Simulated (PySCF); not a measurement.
**Working with the constants of AlO⁺**

UHF-CCSD(T) constants of AlO⁺, ³Π (triplet), unpaired electrons σ ↑, π ↑ (PySCF, no relativity, basis sets Al def2-SVPD, O def2-SVPD; masses 26.9815 and 15.9949 u):

```
ωe            : 734.8 cm⁻¹
ωexe          : 7.93 cm⁻¹
Be            : 0.53407 cm⁻¹
αe            : 0.00575 cm⁻¹
De to Al⁺ + O : 0.89 eV
```

Question: What force constant and bond length do these constants imply?

Answer: Reduced mass μred = 10.042 u; k = 5.8918×10⁻⁷·μred·ωe² (u, cm⁻¹, mdyn/Å) = 3.19 mdyn/Å; Re = √(16.8576/(μred·Be)) (u, cm⁻¹, Å) = 1.773 Å.

Question: Estimate the centrifugal constant D from the Kratzer relation and find the Dunham coefficient a1.

Answer: D = 4Be³/ωe² = 1.13e-06 cm⁻¹; a1 = −1 − αeωe/(6Be²) = -3.47.

Correlated steps freeze 6 core orbitals. Correlated levels converge slowly with the basis: in double zeta they bind strong bonds too weakly, by up to about 1 eV, and carry superposition errors of some tenths. For an ion De counts to the pair picked by the measured ionisation energies or electron affinities, which need not be the lowest pair at this level. The state was picked by a PBE0 search and need not be the measured ground state.
